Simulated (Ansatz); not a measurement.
**H₂Cl (doublet): wave-function methods side by side at distance H1–H2 along a hydrogen transfer = 0.790 Å, 6-31G**

Aim: climb from Hartree-Fock through coupled cluster and multireference methods for H₂Cl (doublet) at one geometry and basis, and see what each rung misses.

Method: 6-31G, core rule «outside noble gas», up to 5 orbitals frozen; program: Ansatz 0.2.0, Gaussian basis.

To be run: UHF; CCSD(T) on ROHF; CCSD(T) on UHF; BCCD(T) on ROHF; CISD; CCSDT(Q) on ROHF; CCSDT(Q) on UHF; CISDTQ; CCSDTQ on ROHF; CCSDTQ on UHF; CASSCF and MRCISD+Q, 3 electrons in 3 orbitals; CASSCF and NEVPT2, 3 electrons in 3 orbitals; CASSCF and MRCISD+Q, 9 electrons in 6 orbitals; CASSCF and NEVPT2, 9 electrons in 6 orbitals.

12 further runs of the same task are left out: 2 for a mislabelled method, 1 that didn't finish, 9 set aside as unsound or not needed.

### 1 What is computed

The geometry derives from fragments relaxed apart (PBE0/def2-TZVP) and kept rigid, so it is no stationary point. A hydrogen atom is moved between rigid fragments.

3 atoms, charge 0, spin multiplicity 2.

Atoms are counted from 1 here; the program's logs count them from 0.

Bond lengths: H1–H2 0.790 Å, H2–Cl3 1.621 Å. Angles: H1–H2–Cl3 180.0°.

### 2 UHF

in.yaml reads:

```yaml
crystal:
  periodic: [false, false, false]
  atoms:
    - {symbol: H, position_ang: [0.000000, 0.000000, -1.067000]}
    - {symbol: H, position_ang: [0.000000, 0.000000, -0.277000]}
    - {symbol: Cl, position_ang: [0.000000, 0.000000, 1.344000]}
basis:
  gaussian: {orbitals: 6-31G}
magnetization: {spin_polarized: true, initial_magnetization: 1}
hamiltonian: {xc: hf}
output: {orbitals: {seedname: orbitals}}
```

Command:

```bash
$ ansatz run in.yaml --threads 1 --pin off --events-out ev --progress --plain --max-ram 2393MiB
```

After this run come: CCSD(T) on ROHF; CCSD(T) on UHF; BCCD(T) on ROHF; CISD; CCSDT(Q) on ROHF; CCSDT(Q) on UHF; CISDTQ; CCSDTQ on ROHF; CCSDTQ on UHF; CASSCF and MRCISD+Q, 3 electrons in 3 orbitals; CASSCF and NEVPT2, 3 electrons in 3 orbitals; CASSCF and MRCISD+Q, 9 electrons in 6 orbitals; CASSCF and NEVPT2, 9 electrons in 6 orbitals.

**Question.** What will the summary of the whole plan be? Wanted: UCCSDTQ below the RHF energy; RMP2 from UCCSDTQ; UMP2 from UCCSDTQ; RCCSD from UCCSDTQ; RCCSD(T) from UCCSDTQ; UCCSD(T) from UCCSDTQ; RCCSDT(Q) from UCCSDTQ; UCCSDT(Q) from UCCSDTQ; NEVPT2 pair from UCCSDTQ.

As calculated:

| quantity | value |
| --- | --- |
| UCCSDTQ below the RHF energy | -1.8207 eV |
| RMP2 from UCCSDTQ | +40.5 kJ/mol |
| UMP2 from UCCSDTQ | +37.8 kJ/mol |
| RCCSD from UCCSDTQ | +1.7 kJ/mol |
| RCCSD(T) from UCCSDTQ | +0.3 kJ/mol |
| UCCSD(T) from UCCSDTQ | +0.3 kJ/mol |
| RCCSDT(Q) from UCCSDTQ | 0.0 kJ/mol |
| UCCSDT(Q) from UCCSDTQ | 0.0 kJ/mol |
| NEVPT2 pair from UCCSDTQ | +22.0 kJ/mol |
| MRCISD+Q pair from UCCSDTQ | +2.1 kJ/mol |
| NEVPT2 valence from UCCSDTQ | +32.9 kJ/mol |
| levels within 1 kcal/mol (43 meV) | RCCSD, UCCSD, RCCSD(T), UCCSD(T), BCCD(T), RCCSDT, UCCSDT, CISDTQ, RCCSDT(Q), UCCSDT(Q), RCCSDTQ, MRCISD+Q pair, MRCISD+Q valence |
| T1 diagnostic | 0.023 |
| effectively unpaired electrons | 1.01 |

RCCSD(T) misses by +0.3 kJ/mol, 0.2 % of the correlation energy. One determinant dominates. Of the multireference levels listed MRCISD+Q valence comes nearest in total energy (+1.9 kJ/mol), which doesn't show that its space is the better one. These misses are within one basis, not against nature; the frozen cores of restricted and unrestricted runs differ, which can shift their rows.
